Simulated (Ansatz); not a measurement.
This Ansatz (a first-principles code) input (CCSD(T)/cc-pCVTZ) gives -109.68103 Eh with 100 basis functions. A basis named .json is the Basis Set Exchange file of that set (core-valence sets with the plain set on hydrogen).

Ansatz 0.2 input:
```yaml
crystal:
  periodic: [false, false, false]
  atoms:
    - {symbol: N, position_ang: [-0.00000000, -0.00000000, -0.43758825]}
    - {symbol: N, position_ang: [0.00000000, 0.00000000, 0.64838676]}
    - {symbol: H, position_ang: [-0.00000000, -0.00000000, -1.47558960]}
basis:
  gaussian:
    orbitals: cc-pCVTZ.json
total_charge: 1
magnetization: {spin_polarized: false}
correlation: {method: ccsd_t, frozen_orbitals: {H: 0, N: 0}}
```

Change:
```diff
- orbitals: cc-pCVTZ.json
+ orbitals: cc-pwCVTZ.json
```

### Question
What does the run give now?

### Answer
-109.68117 Eh (CCSD(T)/cc-pwCVTZ, 100 functions), a change of -0.14 mEh.
